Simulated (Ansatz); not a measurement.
Two structures, one formula

Two relaxed structures of CHNS, closed shell (PBE0-D4/def2-TZVP; forces vanish, vibrations not checked).

A:

```xyz
4
angstrom
N -0.3737 -0.2119 -0.7192
C 0.2530 -0.2251 0.3012
S 1.0990 -0.3879 1.6057
H -0.8838 0.5133 -1.1898
```

B:

```
4
angstrom
N 0.9740 -0.2675 1.4615
C 0.3737 -0.2711 0.4759
S -0.4786 -0.3745 -0.9731
H -0.8691 0.9132 -0.9643
```

Ansatz 0.2.0; basis: def2-TZVPP; cores frozen in the correlated methods. B3LYP uses VWN-RPA correlation.

Problem. Which structure is lower at CCSD(T), and by how much? (To be estimated.)

Solution. By the calculation: A, by 0.320 eV (electronic energy, against the other). By their contacts, A is CHNS ([NH][C][S]) and B is CHNS ([N][C][SH]).

All methods give the same order:

```csv
method,E(B) − E(A) (eV)
PBE-D4,0.673
r2SCAN-D4,0.683
PBE0-D4,0.584
B3LYP-D4,0.556
wB97M-V,0.406
HF,0.185
MP2,0.402
CCSD,0.232
CCSD(T),0.320
```

The T1 diagnostic stays at or below 0.019.

Labels in which every atom is bracketed show which atoms are joined, not bond orders.

For scale, one of the runs: CCSD(T)/def2-TZVPP, 118 basis functions, launched by `ansatz run in.yaml --threads 2 --pin off --events-out ev --progress --plain --max-ram 4352MiB`. The run took about 4.3 s on 2 CPU threads of an Intel Xeon Platinum 8259CL (shared host).
